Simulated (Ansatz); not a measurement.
## Relative stability

Two relaxed structures of C₂H₅B, singlet (PBE0-D4/def2-TZVP; forces vanish, vibrations not checked).

A:

```
atom    x (Å)    y (Å)    z (Å)
  B1  -0.4764  -0.4010  -0.8874
  C2  -0.0309   1.0188  -0.5649
  C3   0.1801  -0.1135   0.4559
  H4  -0.9734  -1.1706  -1.6384
  H5   0.8493   1.4335  -1.0491
  H6  -0.4219  -0.0974   1.3607
  H7   1.1990  -0.4427   0.6423
  H8  -0.7716   1.7789  -0.3310
```

B:

| atom | x (Å) | y (Å) | z (Å) |
| --- | --- | --- | --- |
| B1 | -0.8361 | -0.1285 | -1.3990 |
| C2 | -0.0381 | 0.3776 | -0.3980 |
| C3 | 0.4227 | -0.1759 | 0.9172 |
| H4 | -1.5091 | -0.5073 | -2.2854 |
| H5 | 0.3152 | 1.3867 | -0.6396 |
| H6 | 0.0944 | 0.4558 | 1.7481 |
| H7 | 1.5147 | -0.2279 | 0.9639 |
| H8 | 0.0362 | -1.1805 | 1.0928 |

Ansatz 0.2.0; basis: def2-TZVPP; cores frozen in the correlated methods. B3LYP uses VWN-RPA correlation.

Question: Which structure is lower at CCSD(T), and by how much? (An estimate is asked for; the value comes from the calculation.)

Answer: By the calculation: A, by 20.7 kJ/mol (electronic energy, against the other). By their contacts, A is C₂H₅B ([BH]1[CH2][CH2]1) and B is C₂H₅B ([BH][CH][CH3]).

All methods give the same order:

```json
{"method": "PBE-D4", "E(B) − E(A) (kJ/mol)": "29.8"}
{"method": "r2SCAN-D4", "E(B) − E(A) (kJ/mol)": "32.2"}
{"method": "PBE0-D4", "E(B) − E(A) (kJ/mol)": "36.4"}
{"method": "B3LYP-D4", "E(B) − E(A) (kJ/mol)": "18.4"}
{"method": "wB97M-V", "E(B) − E(A) (kJ/mol)": "29.5"}
{"method": "HF", "E(B) − E(A) (kJ/mol)": "20.1"}
{"method": "MP2", "E(B) − E(A) (kJ/mol)": "28.3"}
{"method": "CCSD", "E(B) − E(A) (kJ/mol)": "22.5"}
{"method": "CCSD(T)", "E(B) − E(A) (kJ/mol)": "20.7"}
```

T1 diagnostic: at most 0.013.

Labels in which every atom is bracketed show which atoms are joined, not bond orders.

For scale, one of the runs: CCSD(T)/def2-TZVPP, 163 basis functions, launched by `ansatz run in.yaml --threads 2 --pin off --events-out ev --progress --plain --max-ram 4352MiB`. The run took 15 s on 2 CPU threads of an Arm Neoverse V2 (shared host), with 1.3 GiB of host memory at its peak.
